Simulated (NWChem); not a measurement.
Species: CH$_{3}$O cation; SMILES C=[OH+]

```xyz
5

C     -0.0085     0.6221     0.0000
O     -0.1175    -0.6266     0.0000
H     -0.9634     1.1894     0.0000
H      0.9811     1.1312     0.0000
H      0.7396    -1.1363     0.0000
```
Atoms are numbered in this order, from 1.

Level: PBE-D3(BJ)/def2-SVP (NWChem); excitation at 532 nm, off resonance, unscaled harmonic frequencies. Coordinates come from a PBE-D3(BJ)/def2-SVP optimisation.

Question: Give the Raman lines with relative activities.

Answer: 
```tsv
wavenumber (cm⁻¹)	relative intensity
1064	2.7
1314	3.4
1424	13
1639	6.3
3008	100
3159	45
3456	77
```
